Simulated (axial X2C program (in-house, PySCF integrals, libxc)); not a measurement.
Outer orbitals of AlSi⁻ at 2.442 Å, PBE0

All values were computed with an axial X2C code built on PySCF integrals. Spin-free means the one-electron spin-free X2C Hamiltonian; two-component (2c) means X2C with spin–orbit coupling and atomic mean-field two-electron Coulomb and Gaunt terms, so the difference of the two also holds small scalar two-electron terms. Basis: Si dyall-av3z [9s8p3d2f], Al dyall-av3z [9s9p3d2f] (cores contracted in-house); Gaussian nuclei, density fitting, unrestricted open shells. Masses: Si 27.977 u, Al 26.982 u.

The distance is close to the 2c PBE0 minimum; the highest filled and lowest empty levels are listed.

Spin-free orbitals, state M_S = 1, Λ = 0 (beyond evenly filled blocks: π+α, π-α) (Löwdin shares):

```json
{"symmetry": "σα", "occupied": "yes", "ε (eV)": "-8.01", "atomic character": "59% Si s, 17% Al s, 12% Al p"}
{"symmetry": "σβ", "occupied": "yes", "ε (eV)": "-6.61", "atomic character": "56% Si s, 20% Al s, 11% Al p"}
{"symmetry": "σα", "occupied": "yes", "ε (eV)": "-3.55", "atomic character": "44% Al s, 29% Si p, 12% Si s"}
{"symmetry": "σβ", "occupied": "yes", "ε (eV)": "-2.99", "atomic character": "41% Al s, 27% Si p, 14% Si s"}
{"symmetry": "π+α", "occupied": "yes", "ε (eV)": "-0.82", "atomic character": "63% Si p, 25% Al p, 7% Al d"}
{"symmetry": "π-α", "occupied": "yes", "ε (eV)": "-0.82", "atomic character": "63% Si p, 25% Al p, 7% Al d"}
{"symmetry": "σα", "occupied": "yes", "ε (eV)": "-0.06", "atomic character": "38% Si p, 37% Al p, 14% Al s"}
{"symmetry": "σβ", "occupied": "yes", "ε (eV)": "0.16", "atomic character": "39% Si p, 37% Al p, 13% Al s"}
{"symmetry": "π+β", "occupied": "no", "ε (eV)": "1.85", "atomic character": "50% Al p, 44% Si p, 2% Si d"}
{"symmetry": "π-β", "occupied": "no", "ε (eV)": "1.85", "atomic character": "50% Al p, 44% Si p, 2% Si d"}
{"symmetry": "σα", "occupied": "no", "ε (eV)": "2.34", "atomic character": "82% Al p, 9% Si p, 6% Al s"}
{"symmetry": "π-α", "occupied": "no", "ε (eV)": "2.38", "atomic character": "85% Al p, 7% Al d, 4% Si p"}
{"symmetry": "π+α", "occupied": "no", "ε (eV)": "2.38", "atomic character": "85% Al p, 7% Al d, 4% Si p"}
{"symmetry": "σβ", "occupied": "no", "ε (eV)": "2.39", "atomic character": "90% Al p, 7% Si p"}
```

The highest filled level is positive, so this functional does not bind it, and the empty levels of an anion are set by the basis.

Spinors with spin–orbit coupling (state Ω = 1):

| ω | occupied | ε (eV) | atomic character | λ mixture |
| --- | --- | --- | --- | --- |
| 1/2 | yes | -8.01 | 59% Si s, 17% Al s, 12% Al p | 100% σ |
| -1/2 | yes | -6.61 | 56% Si s, 20% Al s, 11% Al p | 100% σ |
| 1/2 | yes | -3.55 | 44% Al s, 29% Si p, 12% Si s | 100% σ |
| -1/2 | yes | -2.99 | 41% Al s, 27% Si p, 14% Si s | 100% σ |
| -1/2 | yes | -0.83 | 63% Si p, 25% Al p, 7% Al d | 100% π |
| 3/2 | yes | -0.81 | 63% Si p, 25% Al p, 7% Al d | 100% π |
| 1/2 | yes | -0.06 | 38% Si p, 37% Al p, 14% Al s | 100% σ |
| -1/2 | yes | 0.16 | 39% Si p, 37% Al p, 13% Al s | 100% σ |
| 1/2 | no | 1.84 | 50% Al p, 45% Si p, 2% Si d | 100% π |
| -3/2 | no | 1.85 | 50% Al p, 44% Si p, 2% Si d | 100% π |
| 1/2 | no | 2.35 | 85% Al p, 8% Si p, 4% Al s | 100% σ |
| -1/2 | no | 2.38 | 85% Al p, 7% Al d, 5% Si p | 100% π |
| 3/2 | no | 2.38 | 85% Al p, 7% Al d, 4% Si p | 100% π |

The highest filled level is positive, so this functional does not bind it, and the empty levels of an anion are set by the basis.

Mulliken charges and populations of the two-component result (they depend on the basis, above all on diffuse functions):

Si -0.44 e (s 5.79 p 8.60 d 0.04), Al -0.56 e (s 6.08 p 7.38 d 0.10 f 0.01). ⟨Lz⟩ = 0.00 ħ and ⟨Sz⟩ = 1.00 ħ (0.73 and 0.27 on the two atoms), which add up to Ω.

One determinant describes the state; a PBE0 search over occupations chose it and may have missed a lower one. Density functionals use the spin component along the axis (collinear). Other states lie close and PBE0, whose exact exchange favours high spin, may order them wrongly; the determinant shown need not be the ground state. The nearest other spin-free determinant of the search, M_S = 1, Λ = 1, lies 0.13 eV up at the distance of the search. With several unpaired electrons one determinant need not be a pure state. Open-shell Ω = 0 determinants with evenly filled partner blocks cannot be reached by this program, so the Ω shown need not be the lowest component. This is the Ω = 1 component of a π² triplet; the 0⁺ component is not one determinant and can lie lowest. The highest occupied level of some functionals is positive through self-interaction error; at Hartree–Fock it is bound.
